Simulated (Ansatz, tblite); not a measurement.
Zone-centre TO phonon frequency (cm⁻¹) of solids drawn from the class of alkali halides, at two levels: GFN2-xTB tight binding with its D4 term, in tblite, supercell at the zone centre, Fermi filling at 1000 K (free energies), no spin polarisation (tblite), and PBE (plane waves, PAW; Ansatz, an electronic-structure program).

```
solid           GFN2-xTB  PBE  shift (%)
--------------  --------  ---  ---------
rock-salt KCl        117  125       +6.8
rock-salt KI          72   88        +22
rock-salt LiCl       234  167        -29
rock-salt KBr         80  100        +25
rock-salt LiBr       100  141        +41
rock-salt NaI         71  103        +45
rock-salt NaCl       141  151       +7.1
```

The shifts run from -29 % to +45 %, with a median of +22 %.

Over all 7 rows PBE is the larger in 6.

Spin–orbit coupling is left out, also for the solids with elements from indium on (rock-salt KI, rock-salt NaI); its size isn't shown.

Each level is taken at its own relaxed cell. Caveats: the method was fitted mainly to molecules (GFN2-xTB: rock-salt KCl, rock-salt KI, rock-salt LiCl, rock-salt KBr, rock-salt LiBr, rock-salt NaI and 1 more); the run uses a supercell at the zone centre in place of a k mesh (GFN2-xTB: rock-salt KCl, rock-salt KI, rock-salt LiCl, rock-salt KBr, rock-salt LiBr, rock-salt NaI and 1 more). Ansatz's density-functional and Hartree–Fock values are scalar-relativistic unless marked +SOC, with PAW data made under PBE.
